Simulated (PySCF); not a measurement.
Compound: B(PH3)H3.
SMILES: `[H]B([H])([H])<-P`

The closed-shell ground state was solved at several levels (PySCF, density fitting, gas phase, non-relativistic). Geometry: PBE0-D3(BJ)/def2-SVP; no solvent, vibrations or thermal averaging.

| level | basis functions | HOMO (eV) | LUMO (eV) | gap (eV) | dipole (D) |
| --- | --- | --- | --- | --- | --- |
| KT2/pcSseg-1 | 71 | -7.29 | -0.43 | 6.86 | 4.10 |
| wB97X-D/def2-SVPD | 92 | -10.46 | 1.73 | 12.19 | 4.15 |

Problem. Estimate the row for PBE0/pcSseg-1, a basis of 71 functions; the other rows only guide the guess.

Solution. HOMO -8.55 eV, LUMO 0.41 eV, gap 8.96 eV, dipole 4.33 D.

Problem. Over all these levels, which gives the widest orbital gap and which the narrowest?

Solution. wB97X-D/def2-SVPD (range-separated hybrid) has the widest, 12.19 eV, and KT2/pcSseg-1 (GGA) the narrowest, 6.86 eV. Functional and basis both differ between the two, so the spread mixes both effects.

Problem. How far do the dipole and the HOMO energy spread over the levels?

Solution. The dipole runs from 4.10 to 4.33 D (mean 4.19 D) and the HOMO from -10.46 to -7.29 eV.
